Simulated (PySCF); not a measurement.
Basis-set dependence of BC at PBE0

PySCF, UKS reference; quartet, unpaired electrons σ ↑, π ↑↑; De to B + C without counterpoise correction.

```tsv
basis	relativity	functions	Re (Å)	ωe (cm⁻¹)	De (eV)	μ (D)
6-31G(d,p)	no relativity	28	1.487	1207	4.73	-1.28
aug-pcseg-1	no relativity	46	1.480	1218	4.69	-1.54
def2-TZVP	no relativity	62	1.479	1211	4.71	-1.51
```

Task: How does each smaller set differ from the one with most functions, def2-TZVP?

Result: 6-31G(d,p): +0.8 pm, -0.3 % in ωe, +0.02 eV in De; aug-pcseg-1: +0.1 pm, +0.6 % in ωe, -0.02 eV in De. All at PBE0; the set with most functions is neither the basis-set limit nor always the best.

A positive dipole means B(−)C(+). The state was picked by a PBE0 search and need not be the measured ground state.
